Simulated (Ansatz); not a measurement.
## Worked example: correlation energy of CH₃⁺, triplet

Geometry: that of the CH3⁺, singlet, kept fixed. The singlet lies 5.1 eV lower here.

```json
{"atom": "C", "x (Å)": "0.0000", "y (Å)": "0.0000", "z (Å)": "0.0000"}
{"atom": "H", "x (Å)": "1.0932", "y (Å)": "0.0139", "z (Å)": "-0.0002"}
{"atom": "H", "x (Å)": "-0.5586", "y (Å)": "0.9397", "z (Å)": "-0.0028"}
{"atom": "H", "x (Å)": "-0.5345", "y (Å)": "-0.9536", "z (Å)": "0.0030"}
```

Basis cc-pVDZ; Ansatz 0.2.0. Correlated methods freeze the noble-gas cores, which leaves 6 electrons in 28 orbitals. Prefix R: restricted or restricted open-shell reference; prefix U: unrestricted.

Full CI is exact within this basis and frozen core; it isn't the basis-set limit. The frozen core follows each run's orbitals, which can shift R against U totals by a few meV.

UCCSD has a T1 diagnostic of 0.010 and a largest doubles amplitude of 0.05.

The cluster runs stand on a determinant 0.01 eV above the lowest UHF solution, chosen by a search with trial CCSD; the correlation energy below is counted from it.

Runs differ by some tens of microhartree through their thresholds and, for an open shell, their frozen cores, so the step to full CI, which has another core, is uncertain by up to 0.1 kcal/mol.

| level | total energy (hartree) |
| --- | --- |
| UHF determinant under the cluster runs | -39.054555 |
| UMP2 | -39.153161 |
| UCCSD | -39.176151 |
| UCCSD(T) | -39.178319 |
| UCCSDT | -39.178776 |
| UCCSDT(Q) | -39.178859 |
| full CI | -39.178821 |

**Question.** What is the correlation energy at full CI, and what share of it do UMP2 and UCCSD recover?

**Answer.** E(corr) = -39.178821 − (-39.054555) = -0.124266 hartree = -3.381 eV. UMP2: -0.098606 / -0.124266 = 79.35 %. UCCSD: -0.121596 / -0.124266 = 97.85 %.

**Question.** By how many kcal/mol does UCCSD(T) miss full CI (1 hartree = 627.509 kcal/mol), and which steps make up the rest?

**Answer.** -39.178319 − (-39.178821) = 0.000502 hartree = 0.32 kcal/mol. Steps: UCCSDT − UCCSD(T) = -0.29, UCCSDT(Q) − UCCSDT = -0.05, full CI − UCCSDT(Q) = 0.02 kcal/mol. That is within 1 kcal/mol of the reference in this basis, which itself misses far more of the correlation at the basis-set limit.
